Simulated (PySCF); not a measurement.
Simulated C 1s region for `CC#CC(=O)[O-]`, binding energy against the vacuum level.

Every computed line was given a Gaussian of 0.5 eV full width at half maximum and an area set by the number of equivalent atoms; the highest printed point is 100. Theory: PySCF, delta-SCF UKS SCAN, pcX-2 on the ionised atom, pcseg-1 elsewhere, spin-free X2C.

binding energy (eV), intensity and a bar:
```
    284.6          0 
    284.7          1 
    284.8          3 #
    284.9         10 ###
    285.0         24 #######
    285.1         47 ##############
    285.2         74 ######################
    285.3         96 #############################
    285.4        100 ##############################
    285.5         85 ##########################
    285.6         59 ##################
    285.7         33 ##########
    285.8         15 #####
    285.9          6 ##
    286.0          2 #
    286.1          0 
    286.2          0 
    286.3          0 
    286.4          0 
    286.5          0 
    286.6          0 
    286.7          0 
    286.8          0 
    286.9          0 
    287.0          0 
    287.1          0 
    287.2          0 
    287.3          0 
    287.4          1 
    287.5          2 #
    287.6          7 ##
    287.7         16 #####
    287.8         30 #########
    287.9         44 #############
    288.0         53 ################
    288.1         54 ################
    288.2         48 ###############
    288.3         45 ##############
    288.4         48 ##############
    288.5         53 ################
    288.6         53 ################
    288.7         45 #############
    288.8         30 #########
    288.9         16 #####
    289.0          7 ##
    289.1          3 #
    289.2          1 
    289.3          0
```

**Question.** How many maxima does the curve show, and how many computed lines lie under it?

**Answer.** The curve has 3 maxima (at 285.4, 288.0 and 288.5 eV). Under it lie 4 lines from 4 inequivalent carbon sites. At this width some lines have no maximum of their own.

**Question.** Decompose the envelope and assign each component. Numbering: `[CH3:1][C:2]#[C:3][C:4](=[O:5])[O-:6]`.

**Answer.** 
| position (eV) | relative area | line | atoms | environment |
| --- | --- | --- | --- | --- |
| 285.31 | 1 | C 1s | C3 | alkyne carbon |
| 285.43 | 1 | C 1s | C2 | alkyne carbon |
| 288.03 | 1 | C 1s | C1 | propargylic carbon |
| 288.58 | 1 | C 1s | C4 | carboxylate carbon |

**Question.** What are the centre and the root-mean-square width of the whole band?

**Answer.** The area-weighted mean of the lines is 286.84 eV. Their own spread about it is 1.48 eV (rms) and each Gaussian has σ = 0.5/2.355 = 0.21 eV; the variances add, which gives 1.49 eV.

The listed C 1s values span 3.27 eV, from C3 (bonded to C (triple bond) and C) to C4 (bonded to 2 O and C). The widest gap between neighbouring values is 2.60 eV, between 285.43 and 288.03 eV. Summing the Pauling electronegativity differences to the bonded atoms, each weighted by its formal bond order, gives 0.00 for the lowest site and +2.67 for the highest; no listed site has a larger sum than the highest. The smallest sum, -1.05, belongs to C1, 2.72 eV above the lowest.

The curve has no shake-up lines and no vibrational structure. Spin contamination (⟨S²⟩ against 0.75 for a pure doublet) is marked for C 1s of C3 (0.86), which makes this value less certain. The species carries charge -1, so core ionisation leaves a neutral species. The basis sets have no added diffuse functions. Isolated species at its PBE0-D3(BJ)/def2-SVP geometry, gas phase. The geometry's basis has no diffuse functions, a weakness for an anion.
